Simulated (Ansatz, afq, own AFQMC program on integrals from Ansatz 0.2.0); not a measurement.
Atomization energy of AlNH₂, singlet

```yaml
atoms:
  - { symbol: Al, position_ang: [0.0000, 0.0000, 0.6968] }
  - { symbol: N, position_ang: [0.0000, 0.0000, -1.0992] }
  - { symbol: H, position_ang: [0.0000, 0.8223, -1.6887] }
  - { symbol: H, position_ang: [0.0000, -0.8223, -1.6887] }
```

Connectivity, by distances: Al–NH2.

Atoms in their ground-state spins without spin–orbit coupling (mostly on UHF) minus the molecule (RHF), without zero-point energy. The geometry is a stationary point, not shown to be a minimum.

Basis cc-pVTZ. Only valence electrons are correlated. Integrals, coupled cluster, full CI and functionals: Ansatz 0.2.0; the random walks run on the same integrals in our own AFQMC program. ph-AFQMC/CISD is guided by a CISD state made of CCSD amplitudes; releasing the constraint for a short imaginary time cuts its bias at the price of noise, slowly where states lie close. Free projection: walkers drawn from exp(T), propagated without any constraint. Its projection time is finite, and what remains of the start isn't in its error. ± is one standard error of the sampling. The errors of all members are added in quadrature.

No full CI on the walks' own integrals is used here; CCSDT(Q) serves as the reference and is uncertain by about the last step of the cluster series. Each member takes its own surest rung, up to full CI.

The best estimate is CCSD(T) at the basis-set limit (CBS: def2-TZVPP and def2-QZVPP, with their diffuse functions for anions and beside diffuse sets, CCSD(T) itself extrapolated) plus the step from CCSD(T) to CCSDT(Q) in cc-pVTZ. Rows without CBS are in cc-pVTZ; B2PLYP and the wave-function rows carry a basis error of their own. Core correlation and relativity beyond core potentials are missing, and ± holds the sampling alone.

Estimate: order these levels by their error in the atomization energy against the best estimate, smallest first.
A. HF/CBS
B. CCSD
C. B2PLYP
D. HF

C (18.5 kJ/mol), B (70.7 kJ/mol), A (410.2 kJ/mol), D (420.7 kJ/mol).

Best estimate: 1201.8 kJ/mol.

Best estimates are given only where the step beyond CCSD(T) is under 0.3 eV and no member's determinant is very poor (T1 over 0.05, or 0.07 for open shells, ⟨S²⟩ too high by 0.3, two states mixed), so the hardest cases are missing from such tables.

Each member of a difference takes its own highest rung, so a best estimate needn't equal the limit plus the step of one row. A walk keeps the symmetry of its determinant, which the program's search chose and which needn't be the lowest solution, so a lower state of the same spin and another symmetry isn't excluded.
